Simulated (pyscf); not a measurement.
Thermochemistry of product channels of `[C-]#[N+][CH3]` + `[CH3]` [doublet] on the doublet surface, in kcal/mol, from ωB97M-D3(BJ)/def2-TZVP energies (ideal gas, 1 atm, RRHO with modes under 100 cm⁻¹ raised to 100, one conformer, R ln 2 for rigid chiral ones). PySCF, gas phase, ωB97X-D3(BJ)/def2-SVP geometries.

```tsv
products	ΔE	ΔH(298 K)	ΔG(600 K)	ΔG(1200 K)
`[CH3][C]([CH3])=[N]` [doublet]	-42.7	-38.8	-17.8	+2.9
`[CH3][C]=[N][CH3]` [doublet]	-21.9	-17.8	+1.3	+20.2
```

The channel to H₃C–C(CH₃)=N• turns unfavourable between 298 and 1200 K (ΔG from -28.5 kcal/mol to +2.9 kcal/mol). The channel to H₃C–C•=N–CH₃ turns unfavourable between 298 and 1200 K (ΔG from -8.4 kcal/mol to +20.2 kcal/mol).

These are energies of the channels, which say nothing of barriers. C⁻≡N⁺–CH₃ lies 22.5 kcal/mol over its isomer H₃C–C≡N, and others may lie lower still (electronic energy, ωB97M-D3(BJ)).
